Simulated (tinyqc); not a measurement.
FCI on RHF in the sto-3g basis, frozen core, for HF, spin multiplicity 1, step by step. One step of it, computed by the program tinyqc.

Question. FCI: determinants and Hamiltonian. Slater-Condon rules over spin orbitals, with the nuclear repulsion and the energy of the frozen orbital added and E(HF) subtracted on the diagonal. Only determinants linked to the reference directly or through others are kept (one block of an abelian symmetry group), so some states are absent.

one-electron integrals dressed by the frozen orbital, h + 2 (pq|11) - (p1|1q) (hartree), order 2, 3, 4, 5, 6:
$$\begin{pmatrix}
-6.774563 & 0.292509 & 0.000000 & 0.000000 & 0.609482 \\
0.292509 & -5.338938 & 0.000000 & 0.000000 & 1.298151 \\
0.000000 & 0.000000 & -6.165167 & 0.000000 & 0.000000 \\
0.000000 & 0.000000 & 0.000000 & -6.165167 & 0.000000 \\
0.609482 & 1.298151 & 0.000000 & 0.000000 & -4.367382
\end{pmatrix}$$

energy of the frozen orbital, 2 h_11 + (11|11) = -75.63098474 hartree

Two-electron integrals over orbitals (pq|rs), unique and non-zero (hartree); the lowest 1 orbital is frozen and left out:
```
(22|22) 0.862426    (32|22) -0.037159   (32|32) 0.148383    (33|22) 0.725544
(33|32) -0.029496   (33|33) 0.718773    (42|42) 0.185506    (43|42) -0.035672
(43|43) 0.041053    (44|22) 0.886827    (44|32) -0.074300   (44|33) 0.716191
(44|44) 0.997514    (52|52) 0.185506    (53|52) -0.035672   (53|53) 0.041053
(54|54) 0.053770    (55|22) 0.886827    (55|32) -0.074300   (55|33) 0.716191
(55|44) 0.889973    (55|55) 0.997514    (62|22) -0.108455   (62|32) -0.062619
(62|33) -0.027963   (62|44) -0.106402   (62|55) -0.106402   (62|62) 0.093281
(63|22) -0.202150   (63|32) 0.090758    (63|33) -0.108022   (63|44) -0.221562
(63|55) -0.221562   (63|62) 0.047574    (63|63) 0.204741    (64|42) -0.035632
(64|43) -0.018899   (64|64) 0.030278    (65|52) -0.035632   (65|53) -0.018899
(65|65) 0.030278    (66|22) 0.660629    (66|32) 0.058543    (66|33) 0.662696
(66|44) 0.639077    (66|55) 0.639077    (66|62) -0.061181   (66|63) -0.020185
(66|66) 0.697338
```

nuclear repulsion = 4.40981009 hartree

Hartree-Fock energy = -98.55695149 hartree

Give: determinants; H - E(HF) between determinants.

Answer.

Occupation strings over the orbitals (2 doubly, a alpha, b beta, 0 empty; spin orbitals ordered 1a 1b 2a 2b ...): 222220 22a22b 2a222b 22b22a 2b222a 222202 222022 220222 2ab222 2ba222 202222

H - E(HF) between determinants (hartree):
```
         222220   22a22b   2a222b   22b22a   2b222a   222202   222022   220222
222220   0.0000   0.0000   0.0000   0.0000   0.0000   0.0303   0.0303   0.2047
22a22b   0.0000   0.5538  -0.0110  -0.2047  -0.0476   0.0189   0.0189   0.0878
2a222b   0.0000  -0.0110   1.3428  -0.0476  -0.0933   0.0356   0.0356  -0.0908
22b22a   0.0000  -0.2047  -0.0476   0.5538  -0.0110  -0.0189  -0.0189  -0.0878
2b222a   0.0000  -0.0476  -0.0933  -0.0110   1.3428  -0.0356  -0.0356   0.0908
222202   0.0303   0.0189   0.0356  -0.0189  -0.0356   1.0771   0.0538   0.0411
222022   0.0303   0.0189   0.0356  -0.0189  -0.0356   0.0538   1.0771   0.0411
220222   0.2047   0.0878  -0.0908  -0.0878   0.0908   0.0411   0.0411   1.1984
2ab222  -0.0476   0.0908  -0.1820  -0.0332   0.0626   0.0357   0.0357   0.0990
2ba222   0.0476  -0.0332   0.0626   0.0908  -0.1820  -0.0357  -0.0357  -0.0990
202222   0.0933   0.0626   0.0473  -0.0626  -0.0473   0.1855   0.1855   0.1484

         2ab222   2ba222   202222
222220  -0.0476   0.0476   0.0933
22a22b   0.0908  -0.0332   0.0626
2a222b  -0.1820   0.0626   0.0473
22b22a  -0.0332   0.0908  -0.0626
2b222a   0.0626  -0.1820  -0.0473
222202   0.0357  -0.0357   0.1855
222022   0.0357  -0.0357   0.1855
220222   0.0990  -0.0990   0.1484
2ab222   1.9962  -0.1484   0.1067
2ba222  -0.1484   1.9962  -0.1067
202222   0.1067  -0.1067   2.9241
```
